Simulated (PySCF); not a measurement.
PySCF single point, B3LYP/6-31G*, density fitting, IEF-PCM implicit diethyl ether (electrostatics alone), on formaldehyde, CH2O (SMILES C=O), charge 0, multiplicity 1.

```python
from pyscf import gto, scf, dft
mol = gto.M(atom='''
C      0.297062     0.000170     0.000262
O     -0.895064     0.000389    -0.000262
H      0.894564    -0.927167    -0.000261
H      0.895064     0.927167    -0.000262
''', basis='6-31G*', charge=0, spin=0, verbose=3)
mf = dft.RKS(mol, xc='B3LYP')
mf = mf.density_fit()
mf = mf.PCM()
mf.with_solvent.method = 'IEF-PCM'
mf.with_solvent.eps = 4.34
mf.max_cycle = 100
e = mf.kernel()
print('converged', mf.converged)
print('E_total', e)
print('nao', mol.nao)
print('HOMO', mf.mo_energy[mf.mo_occ > 0].max())
mf.dip_moment()
```

Output:

```

WARN: PCM is an experimental feature. It is still in testing.
Features and APIs may be changed in the future.

converged SCF energy = -114.501451284325
converged True
E_total -114.5014512843255
nao 32
HOMO -0.2648405314307105
Dipole moment(X, Y, Z, Debye):  2.48170, -0.00040,  0.00054
```

The total energy is -3115.74 eV, -0.10 eV from the same level's vacuum run.
